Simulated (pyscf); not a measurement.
PySCF, gas phase, ωB97X-D3(BJ)/def2-SVP geometries.

**Question.** PBE/def2-TZVP puts the barrier of H₂C=C(CH₃)–CH₃ + methyl (CH₃•) -> H₃C–CH₂–C•(CH₃)–CH₃ (addition; doublet surface; none broken, C–C formed) at 1.9 kcal/mol and the reaction energy at -28.6 kcal/mol, from the separated reactants. What do r²SCAN/def2-TZVP, M06-2X/def2-TZVP, ωB97M-D3(BJ)/def2-TZVP give on the same structures?

**Answer.** r²SCAN: ΔE‡ = 2.9 kcal/mol, ΔE = -28.7 kcal/mol; M06-2X: ΔE‡ = 5.4 kcal/mol, ΔE = -28.4 kcal/mol; ωB97M-D3(BJ): ΔE‡ = 5.1 kcal/mol, ΔE = -27.9 kcal/mol. PBE's barrier lies under all of them, by 1.0 to 3.5 kcal/mol. Its reaction energy matches one of them and lies within 0.7 kcal/mol of the others. This is the saddle that the search found; another between the same sides may lie lower.
